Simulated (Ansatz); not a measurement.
The input, for Ansatz 0.2.0:

```yaml
crystal:
  periodic: [false, false, false]
  atoms:
    - {symbol: N, position_ang: [-0.573279, 0.000000, 0.369789]}
    - {symbol: Li, position_ang: [1.119487, 0.000000, -0.889663]}
    - {symbol: H, position_ang: [0.257339, 0.000000, 0.987786]}
basis:
  gaussian: {orbitals: def2-SVP}
magnetization: {spin_polarized: false, initial_magnetization: 3}
correlation: {method: fic_mrcisd_q, electrons: outside_noble_gas, active_space: {window: {electrons: 3, orbitals: 4}, states: [{multiplicity: 4, weights: [1, 0.5, 1]}]}}
accuracy: high
multiplicity: 3
```

```sh
$ ansatz run in.yaml --threads 1 --pin off --events-out ev --progress --plain --max-ram 2393MiB
```

Q: How does this run end?

A: Refused. The input was made wrong on purpose (unknown input key), so the run isn't a sound calculation of what was asked.
```
Error: YAML parse error: error: line 12 column 1: unknown field `multiplicity`, expected one of crystal, accuracy, basis, kpoints, hamiltonian, magnetization, projection, total_charge, correlation, batch, efield, external_charges, scf, relax, neb, saddle, md, ramp, phonons, dielectric, real_time, elastic, magnetic_configurations, gw, evaluate, workflow, output, checkpoint, execution
  --> <input>:12:1
   |
10 | correlation: {method: fic_mrcisd_q, electrons: outside_noble_gas,…
11 | accuracy: high
12 | multiplicity: 3
   | ^ unknown field `multiplicity`, expected one of crystal, accuracy, basis, kpoints, hamiltonian, magnetization, projection, total_charge, correlation, batch, efield, external_charges, scf, relax, neb, saddle, md, ramp, phonons, dielectric, real_time, elastic, magnetic_configurations, gw, evaluate, workflow, output, checkpoint, execution
```
